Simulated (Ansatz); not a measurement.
Dissociation curve of HF, singlet.

Level of theory: full CI/cc-pVDZ, frozen core (Ansatz, a quantum-chemistry and plane-wave program).

### Question
Relative to R = 0.92 Å, what are the energies at R = 0.80, 1.23, 1.86, 2.28 Å?

### Answer
57.8 kJ/mol at 0.80 Å, 141.6 kJ/mol at 1.23 Å, 440.4 kJ/mol at 1.86 Å, 505.7 kJ/mol at 2.28 Å.
